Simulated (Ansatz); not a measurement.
C$_{3}$H$_{6}$FNO, SMILES `C[C@@H]1O[C@]1(N)F`. The species carries charge 0 and has multiplicity 1.

```xyz
12

C    -0.782    1.531    0.356
C    -0.528    0.187   -0.239
O    -0.793   -0.967    0.613
C     0.504   -0.731    0.244
N     1.157   -1.768   -0.441
F     1.319   -0.269    1.227
H    -1.856    1.719    0.433
H    -0.349    2.307   -0.281
H    -0.339    1.607    1.348
H    -0.883    0.038   -1.259
H     2.007   -1.452   -0.887
H     0.543   -2.202   -1.114
```

Task: What are the harmonic wavenumbers in cm⁻¹ at PBE0-D4/def2-TZVP (Ansatz, finite differences of forces, unscaled)? (Estimate.)

Result: Ansatz gave: 174, 208, 224, 243, 450, 498, 517, 590, 728, 773, 837, 973, 998, 1070, 1133, 1143, 1224, 1314, 1348, 1407, 1468, 1483, 1541, 1643, 3057, 3115, 3124, 3163, 3565, 3662.

Task: Is this a minimum?

Result: Yes, all 30 modes are real.

Task: Give the ideal-gas thermochemistry at 298.15 K and 1 bar (rigid rotor, harmonic oscillator; point group C1, symmetry number 1).

Result: Zero-point energy 249.3 kJ/mol; H(298) − E = 268.4 kJ/mol; entropy 324.8 J/(mol·K), of which translation 165.1, rotation 109.9, vibration 49.8; G(298) − E = 171.5 kJ/mol.

Task: And at 400, 500, 600, 800 and 1000 K?

Result: 
```tsv
T (K)	H − E (kJ/mol)	S (J/mol/K)	G − E (kJ/mol)
400	280.2	358.7	136.7
500	294.1	389.7	99.3
600	310.0	418.6	58.8
800	346.3	470.6	-30.2
1000	387.0	515.9	-129.0
```

Task: Rotational constants (cm⁻¹)?

Result: 0.2092, 0.103, 0.08649.
